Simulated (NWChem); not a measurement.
All runs are NWChem calculations. System: pyrrole (C4H5N), charge 0, spin multiplicity 1, at a geometry optimised with PBE0/def2-SVP. Level: PBE/6-31G* (spherical d).

Job file:

```
start mol
memory heap 200 mb stack 900 mb global 1100 mb
geometry units angstroms nocenter noautoz
  C     -0.710776     0.000000     0.982879
  C      0.710776     0.000000     0.982879
  C      1.119209     0.000000    -0.334234
  N      0.000000     0.000000    -1.117173
  C     -1.119209     0.000000    -0.334234
  H     -1.365249     0.000000     1.852489
  H      1.365249     0.000000     1.852489
  H      2.115561     0.000000    -0.770792
  H      0.000000     0.000000    -2.126925
  H     -2.115561     0.000000    -0.770792
  symmetry group C2v
end
basis spherical
  * library 6-31g*
end
dft
  xc xpbe96 cpbe96
  semidirect memsize 60000000 filesize 0
  iterations 100
end
task dft energy
```

NWChem printed:

```
             Northwest Computational Chemistry Package (NWChem) 7.3.0
             --------------------------------------------------------

                                NWChem Input Module
                                -------------------

 Scaling coordinates for geometry "geometry" by  1.889725989
 (inverse scale =  0.529177249)

 Turning off AUTOSYM since
 SYMMETRY directive was detected!

                             Geometry "geometry" -> ""
                             -------------------------

 Output coordinates in angstroms (scale by  1.889725989 to convert to a.u.)

  No.       Tag          Charge          X              Y              Z
 ---- ---------------- ---------- -------------- -------------- --------------
    1 C                    6.0000    -0.71077600     0.00000000     0.98287900
    2 C                    6.0000     0.71077600     0.00000000     0.98287900
    3 C                    6.0000     1.11920900     0.00000000    -0.33423400
    4 N                    7.0000     0.00000000     0.00000000    -1.11717300
    5 C                    6.0000    -1.11920900     0.00000000    -0.33423400
    6 H                    1.0000    -1.36524900     0.00000000     1.85248900
    7 H                    1.0000     1.36524900     0.00000000     1.85248900
    8 H                    1.0000     2.11556100     0.00000000    -0.77079200
    9 H                    1.0000     0.00000000     0.00000000    -2.12692500
   10 H                    1.0000    -2.11556100     0.00000000    -0.77079200

 Effective nuclear repulsion energy (a.u.)     161.0200358869

            Nuclear Dipole moment (a.u.)
            ----------------------------
        X                 Y               Z
 ---------------- ---------------- ----------------
     0.0000000000     0.0000000000    -0.0000037795

      Symmetry information
      --------------------

 Group name             C2v
 Group number             16
 Group order               4
 No. of unique centers     6

      Symmetry unique atoms

     1    3    4    6    8    9


 Summary of "ao basis" -> "" (spherical)
[...]
 Vector   18  Occ=2.000000D+00  E=-1.711359D-01  Symmetry=a2
              MO Center=  8.8D-15, -1.3D-16, -1.1D-02, r^2= 2.4D+00
   Bfn.  Coefficient  Atom+Function         Bfn.  Coefficient  Atom+Function
  ----- ------------  ---------------      ----- ------------  ---------------
    32      0.377335   3 C  py               60     -0.377335   5 C  py
    36      0.292874   3 C  py               64     -0.292874   5 C  py
     4     -0.214164   1 C  py               18      0.214164   2 C  py
     8     -0.153759   1 C  py               22      0.153759   2 C  py
    52      0.025553   4 N  d -2

 Vector   19  Occ=0.000000D+00  E= 2.372180D-02  Symmetry=b2
              MO Center=  1.6D-14,  3.0D-16, -2.6D-01, r^2= 2.6D+00
   Bfn.  Coefficient  Atom+Function         Bfn.  Coefficient  Atom+Function
  ----- ------------  ---------------      ----- ------------  ---------------
    36      0.504360   3 C  py               64      0.504360   5 C  py
    50     -0.482069   4 N  py               32      0.370845   3 C  py
    46     -0.369489   4 N  py               60      0.370845   5 C  py
     8     -0.249295   1 C  py               22     -0.249295   2 C  py
     4     -0.180029   1 C  py               18     -0.180029   2 C  py

 Vector   20  Occ=0.000000D+00  E= 5.337349D-02  Symmetry=a1
              MO Center=  3.6D-17, -2.8D-16, -1.7D+00, r^2= 4.3D+00
   Bfn.  Coefficient  Atom+Function         Bfn.  Coefficient  Atom+Function
  ----- ------------  ---------------      ----- ------------  ---------------
    78      1.473355   9 H  s                48     -1.066483   4 N  s
    51      0.596381   4 N  pz               76      0.455458   8 H  s
    80      0.455458  10 H  s                34     -0.376014   3 C  s
    62     -0.376014   5 C  s                72      0.357721   6 H  s
    74      0.357721   7 H  s                47      0.255587   4 N  pz

 Vector   21  Occ=0.000000D+00  E= 6.422677D-02  Symmetry=a2
              MO Center= -1.4D-14, -1.5D-15,  6.3D-01, r^2= 2.6D+00
   Bfn.  Coefficient  Atom+Function         Bfn.  Coefficient  Atom+Function
  ----- ------------  ---------------      ----- ------------  ---------------
     8      0.633017   1 C  py               22     -0.633017   2 C  py
     4      0.406907   1 C  py               18     -0.406907   2 C  py
    36      0.383171   3 C  py               64     -0.383171   5 C  py
    32      0.240866   3 C  py               60     -0.240866   5 C  py
    52      0.027734   4 N  d -2             39     -0.026972   3 C  d -1

 center of mass
 --------------
 x =   0.00000000 y =   0.00000000 z =  -0.00111670

 moments of inertia (a.u.)
 ------------------
         200.040573607934           0.000000000000           0.000000000000
           0.000000000000         396.328305109815           0.000000000000
           0.000000000000           0.000000000000         196.287731501881

     Multipole analysis of the density
     ---------------------------------

     L   x y z        total         alpha         beta         nuclear
     -   - - -        -----         -----         ----         -------
     0   0 0 0     -0.000000    -18.000000    -18.000000     36.000000

     1   1 0 0      0.000000      0.000000      0.000000      0.000000
     1   0 1 0     -0.000000     -0.000000     -0.000000      0.000000
     1   0 0 1     -0.775166     -0.387581     -0.387581     -0.000004

     2   2 0 0    -19.626744    -70.116118    -70.116118    120.605491
     2   1 1 0      0.000000      0.000000      0.000000      0.000000
     2   1 0 1     -0.000000     -0.000000     -0.000000      0.000000
     2   0 2 0    -24.426592    -12.213296    -12.213296      0.000000
     2   0 1 1      0.000000      0.000000      0.000000      0.000000
     2   0 0 2    -17.134714    -69.713213    -69.713213    122.291712

 Task  times  cpu:        1.4s     wall:        1.4s

 Total times  cpu:        1.4s     wall:        1.4s
```
